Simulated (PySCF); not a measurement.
Rows and methods have been separated. Pair them.

CFCl3.
Atom-mapped SMILES: `[F:1][C:2]([Cl:3])([Cl:4])[Cl:5]`

Structure used (GFN2-xTB), in Å, numbered top down from 1:
```xyz
5
CCl3F angstrom
F      0.060   -0.141    1.396
C      0.005   -0.006    0.067
Cl    -0.458    1.661   -0.313
Cl     1.603   -0.371   -0.604
Cl    -1.201   -1.140   -0.563
```

The closed-shell ground state was solved 3 times with PySCF (density fitting, gas phase), always in the 6-31++G** basis (102 functions), with these functionals: B3LYP, BLYP and HF.

```csv
row,total energy (Eh),HOMO (eV),LUMO (eV),dipole (D)
P,-1518.4379,-7.63,-2.45,0.36
Q,-1515.7128,-12.73,1.83,0.53
R,-1518.5081,-8.97,-1.79,0.42
```

Q: Which functional belongs to which row?

A: P = BLYP, Q = HF, R = B3LYP. By rising HOMO–LUMO gap: BLYP (GGA) 5.18 eV; B3LYP (global hybrid, 20 % exact exchange) 7.18 eV; HF (all exact exchange) 14.56 eV. Total energies of different functionals aren't bounds to one another; each is stationary for its own functional.
